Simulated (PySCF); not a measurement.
Which determinant of CO lies lowest?

Unrestricted PBE0; C 6-311G(d,p), O 6-311G(d,p); no relativity (PySCF 2.14). Outer shells of the fragments: C 2s2 2p2; O 2s2 2p4.

Followed along the bond (rough minima from three points):

```json
{"2Ms+1": "1", "unpaired": "none", "⟨S²⟩ at the start": "0.00", "R at minimum (Å)": "1.13", "Te (eV)": "0.00"}
{"2Ms+1": "3", "unpaired": "σ ↑, π ↑", "⟨S²⟩ at the start": "2.03", "R at minimum (Å)": "1.20", "Te (eV)": "5.77"}
```

Solutions found at the starting distance of 1.310 Å, counted from the lowest of them; the search is not exhaustive and high or unbound solutions are not listed, so other states can lie among these:

```csv
2Ms+1,unpaired,term,E (eV),⟨S²⟩,⟨Lz²⟩,μ (D)
1,none,¹Σ⁺,0.00,0.00,0.00,-0.55
3,"σ ↑, π ↑",³Π,4.73,2.03,1.00,-1.66
3,π ↑↑,mixed,5.45,2.01,2.01,1.14
3,π ↑↑,mixed,6.10,2.01,2.00,0.94
5,"σ ↑, π ↑↑↑",⁵Π,8.76,6.00,1.00,-0.34
```

A term symbol is given only where ⟨S²⟩ and ⟨Lz²⟩ are close to those of a pure state; real π, δ and φ orbitals otherwise mix terms. A positive dipole means C(−)O(+).

Q: Compare the gap between the two lowest followed solutions at the starting distance with the gap between their minima.

A: At PBE0 the second solution (triplet, unpaired electrons σ ↑, π ↑) lies +4.73 eV from the first (singlet, closed shell) at 1.310 Å and +5.77 eV at the minima; the two curves relax by different amounts, since their minima lie near 1.20 and 1.13 Å.

Counting both spins, an empty level lies below a filled one in some of these solutions, because spin and occupation are held.
